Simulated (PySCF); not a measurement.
**SMILES COCC=O, C3H6O2**

Molfile (atoms numbered from 1):
```
C3H6O2
     RDKit          3D

 11 10  0  0  0  0  0  0  0  0999 V2000
   -0.1587   -1.0479    1.2702 C   0  0  0  0  0  0  0  0  0  0  0  0
    0.8312   -0.6109    0.3720 O   0  0  0  0  0  0  0  0  0  0  0  0
    0.5548    0.6547   -0.1488 C   0  0  0  0  0  0  0  0  0  0  0  0
   -0.5341    0.6309   -1.1980 C   0  0  0  0  0  0  0  0  0  0  0  0
   -1.1491    1.5980   -1.5478 O   0  0  0  0  0  0  0  0  0  0  0  0
   -0.2319   -0.3762    2.1357 H   0  0  0  0  0  0  0  0  0  0  0  0
    0.1279   -2.0416    1.6119 H   0  0  0  0  0  0  0  0  0  0  0  0
   -1.1474   -1.1090    0.7959 H   0  0  0  0  0  0  0  0  0  0  0  0
    1.4662    1.0083   -0.6447 H   0  0  0  0  0  0  0  0  0  0  0  0
    0.2937    1.3863    0.6285 H   0  0  0  0  0  0  0  0  0  0  0  0
   -0.7040   -0.3702   -1.6544 H   0  0  0  0  0  0  0  0  0  0  0  0
  1  2  1  0
  2  3  1  0
  3  4  1  0
  4  5  2  0
  1  6  1  0
  1  7  1  0
  1  8  1  0
  3  9  1  0
  3 10  1  0
  4 11  1  0
M  END
```

Computed, not measured: quadratic response CAM-B3LYP/def2-TZVPD first hyperpolarisability, Taylor convention, gas phase in PySCF 2.14.0. Geometry: PBE0-D3(BJ)/def2-TZVP.

Problem. Give the tensor of the second harmonic β(−2ω;ω,ω) at 1907 nm in the axes of these coordinates.

Solution. In au, Taylor convention; rows are the first index (the induced dipole):
|  | xx | yy | zz | xy | xz | yz |
| --- | --- | --- | --- | --- | --- | --- |
| x | +18.2 | -0.3 | +18.3 | -3.1 | +7.4 | -1.2 |
| y | -3.2 | +12.3 | -7.9 | -0.1 | -1.2 | -6.1 |
| z | +7.4 | -6.2 | -39.7 | -1.2 | +18.4 | -7.7 |

Norm of βᵢ = ⅓ Σⱼ (βᵢⱼⱼ + βⱼᵢⱼ + βⱼⱼᵢ): 53.0 au, hyper-Rayleigh value 23.5 au.
